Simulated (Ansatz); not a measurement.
Input file:

```yaml
crystal:
  periodic: [false, false, false]
  atoms:
    - {symbol: Si, position_ang: [-1.011146, 0.000000, 0.000000]}
    - {symbol: H, position_ang: [-1.506018, 1.399708, 0.000000]}
    - {symbol: H, position_ang: [-1.506018, -0.699854, 1.212183]}
    - {symbol: H, position_ang: [-1.506018, -0.699854, -1.212183]}
    - {symbol: H, position_ang: [0.520854, 0.000000, 0.000000]}
    - {symbol: F, position_ang: [1.706854, 0.000000, 0.000000]}
basis:
  gaussian: {orbitals: cc-pVDZ}
magnetization: {spin_polarized: false, initial_magnetization: 1}
correlation: {method: fic_mrcisd_q, electrons: outside_noble_gas, active_space: {window: {electrons: 3, orbitals: 3}}}
```

```sh
$ ansatz run in.yaml --threads 2 --pin off --events-out ev --progress --plain --max-ram 16896MiB --backend cuda --devices 0, --max-vram 18GiB
```

Output:

```
482 factors; integrals over basis functions are off by at most 1.5e-3 eV
mean field evaluation 1: about -10625.8957 eV, gradient 2.6e1 eV
mean field evaluation 2: about -10625.9174 eV, gradient 2.6e1 eV
mean field evaluation 4: about -10628.1138 eV, gradient 2.3e0 eV
mean field evaluation 8: about -10628.1811 eV, gradient 7.3e-1 eV
mean field evaluation 16: about -10628.1970 eV, gradient 2.2e-6 eV
mean field evaluation 32: about -10627.0123 eV, gradient 2.9e0 eV
mean field -10628.19700916 eV, -390.5790360360 hartree, gradient 3.3e-6 eV, S^2 0.750000; 5 other end points of the search recorded, 0 dependent functions left out
reference -10628.19700916 eV, -390.5790360360 hartree; 14, 13 occupied and 38, 39 virtual orbitals, 482 factors
state -10628.99843489 eV, -390.6084878885 hartree
contracted CI cycle   1: correlation 0.00000000 eV, 0.0000000000 hartree, residual 3.15e1 eV
contracted CI cycle   2: correlation -7.70468635 eV, -0.2831420008 hartree, residual 4.64e0 eV
contracted CI cycle   3: correlation -7.93433446 eV, -0.2915814133 hartree, residual 1.11e0 eV
contracted CI cycle   4: correlation -7.94764555 eV, -0.2920705868 hartree, residual 2.71e-1 eV
contracted CI cycle   5: correlation -7.94865538 eV, -0.2921076976 hartree, residual 8.78e-2 eV
contracted CI cycle   6: correlation -7.94874964 eV, -0.2921111615 hartree, residual 2.31e-2 eV
contracted CI cycle   7: correlation -7.94875687 eV, -0.2921114273 hartree, residual 7.32e-3 eV
contracted CI cycle   8: correlation -7.94875756 eV, -0.2921114524 hartree, residual 2.23e-3 eV
contracted CI cycle   9: correlation -7.94875763 eV, -0.2921114550 hartree, residual 7.66e-4 eV
state -10628.99843489 eV, -390.6084878885 hartree; corrected -10637.68217284 eV, -390.9276093718 hartree
state -10628.56528751 eV, -390.5925700156 hartree
contracted CI cycle   1: correlation 0.00000000 eV, 0.0000000000 hartree, residual 3.23e1 eV
contracted CI cycle   2: correlation -8.02704631 eV, -0.2949885110 hartree, residual 4.79e0 eV
contracted CI cycle   3: correlation -8.29666597 eV, -0.3048968509 hartree, residual 1.22e0 eV
contracted CI cycle   4: correlation -8.31405512 eV, -0.3055358901 hartree, residual 3.43e-1 eV
contracted CI cycle   5: correlation -8.31586612 eV, -0.3056024431 hartree, residual 1.17e-1 eV
contracted CI cycle   6: correlation -8.31607950 eV, -0.3056102849 hartree, residual 4.28e-2 eV
contracted CI cycle   7: correlation -8.31610875 eV, -0.3056113597 hartree, residual 1.82e-2 eV
contracted CI cycle   8: correlation -8.31611338 eV, -0.3056115300 hartree, residual 5.43e-3 eV
contracted CI cycle   9: correlation -8.31611383 eV, -0.3056115464 hartree, residual 2.03e-3 eV
contracted CI cycle  10: correlation -8.31611389 eV, -0.3056115486 hartree, residual 6.28e-4 eV
state -10628.56528751 eV, -390.5925700156 hartree; corrected -10637.68216819 eV, -390.9276092011 hartree
state -10628.99843489 eV, -390.6084878885 hartree; corrected -10637.68217284 eV, -390.9276093718 hartree
Total energy: -10637.68217284 eV, -390.9276093718 hartree
```

Natural occupations: 1.9716 1.0018 0.0266.

For the same geometry and basis UCCSDT(Q) lies 136.8 meV lower.

Ran on 2 threads of AMD EPYC 7R13 with a shared H100 80 GB, shared host: 4.3 s wall, 0.83 GiB peak host memory.
